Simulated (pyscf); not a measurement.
## Hydrogen abstraction: HO–AlH₂ + H atom (H•) -> [HO–AlH]• + hydrogen (H₂)

Gas phase, doublet surface, charge 0. Bonds broken: Al2–H4. Bonds formed: H4–H6. Single points on ωB97X-D3(BJ)/def2-SVP structures (PySCF, gas phase).

Transition state (Å):

```xyz
6

O     -0.2334    -1.2795     0.3472
Al    -1.4018    -0.0411     0.3411
H      0.5003    -1.4120    -0.2560
H     -1.3511     1.1325    -0.8082
H     -2.4925    -0.1052     1.4804
H     -1.3057     2.1230    -1.7720
```

One imaginary mode, 665i cm⁻¹; descent along it reached the two sides named.

```tsv
bond	change	reactant side (Å)	saddle	product side
Al2–H4	breaks	1.585	1.643	3.6
H4–H6	forms	3.7	1.383	0.761
```

Electronic energies relative to the separated reactants (eV):

```tsv
level	barrier	reaction energy	reverse barrier
ωB97X-D3(BJ)/def2-TZVP	0.14	-0.81	0.95
PBE/def2-TZVP	-0.03	-1.00	0.96
r²SCAN/def2-TZVP	-0.09	-1.02	0.93
B3LYP-D3(BJ)/def2-TZVP	-0.04	-1.00	0.96
PBE0-D3(BJ)/def2-TZVP	0.03	-0.92	0.95
M06-2X/def2-TZVP	0.13	-1.01	1.14
ωB97M-D3(BJ)/def2-TZVP	0.14	-0.81	0.95
HF/def2-TZVP	0.40	-0.63	1.03
```

With ωB97M-D3(BJ)/def2-TZVP energies and thermal terms (ideal gas, 1 atm, RRHO with modes under 100 cm⁻¹ raised to 100, one conformer, R ln 2 for chiral ones without a mode under 150 cm⁻¹), in eV:

| T (K) | ΔH‡ | ΔG‡ | ΔH | ΔG |
|---|---|---|---|---|
| 298 | 0.10 | 0.35 | -0.74 | -0.79 |
| 600 | 0.08 | 0.62 | -0.75 | -0.84 |
| 900 | 0.08 | 0.88 | -0.78 | -0.88 |
| 1200 | 0.07 | 1.15 | -0.81 | -0.91 |

At PBE, r²SCAN, B3LYP-D3(BJ) this geometry lies under the reactants; that is no barrier but a single point on another level's saddle; such a level's own saddle, if it has one, lies nearer that side and is low. This is the saddle that the search found; another between the same sides may lie lower. The angle at the transferred H is 180°.
